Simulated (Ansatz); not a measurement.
## Ansatz (development build ahead of 0.2.0) run

```yaml
crystal:
  periodic: [false, false, false]
  atoms:
    - { symbol: P, position_ang: [-0.05305, 0.05177, -1.42971] }
    - { symbol: P, position_ang: [-0.00552, -0.05657, 1.46718] }
basis:
  gaussian: { orbitals: "6-31G" }
hamiltonian:
  xc: hf
```

The input is written out in the form of the current development build from the run's settings.

The run gave:

| Property | Result |
| --- | --- |
| Converged | yes |
| Total energy | -681.19948 hartree |
| Spin squared of the determinant | 0.000 |

Caution: stretched shape with no unrestricted run beside it, a lower state can exist.
